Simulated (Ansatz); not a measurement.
System: B4C (R-3m, No. 166; cell taken from a computed entry). Method: PBEsol (Ansatz, a quantum-chemistry and plane-wave program, plane waves, PAW).

Numerical settings: plane-wave cutoff 520 eV, 8×8×8 k mesh, scalar-relativistic PAW data made under PBE.

Computed at the level's own relaxed cell.

Elastic tensor (GPa, Voigt notation, ions relaxed):

```
  503.6   126.2    79.3    20.3     0.0     0.0
  126.2   503.6    79.3   -20.3     0.0     0.0
   79.3    79.3   524.8     0.0     0.0     0.0
   20.3   -20.3     0.0   139.2     0.0     0.0
    0.0     0.0     0.0     0.0   139.2    20.3
    0.0     0.0     0.0     0.0    20.3   188.7
```

Work out the Voigt, Reuss and Hill averages of the bulk and shear moduli, Young's modulus and Poisson's ratio from the printed constants.

K_V = [C11 + C22 + C33 + 2(C12 + C13 + C23)]/9 = [1532.0 + 2 × 284.8]/9 = 233.5 GPa. G_V = [1532.0 − 284.8 + 3 × 467.1]/15 = 176.6 GPa. From the compliances S = C⁻¹, K_R = 233.4 and G_R = 167.9 GPa. Hill means: K = 233.4, G = 172.2 GPa. E = 9KG/(3K + G) = 415 GPa, ν = (3K − 2G)/(6K + 2G) = 0.20, K/G = 1.36.

Note: the relaxation could not lower the start's symmetry, so the cell can be a saddle point above a distorted one.

Static lattice: no zero-point or thermal effects.
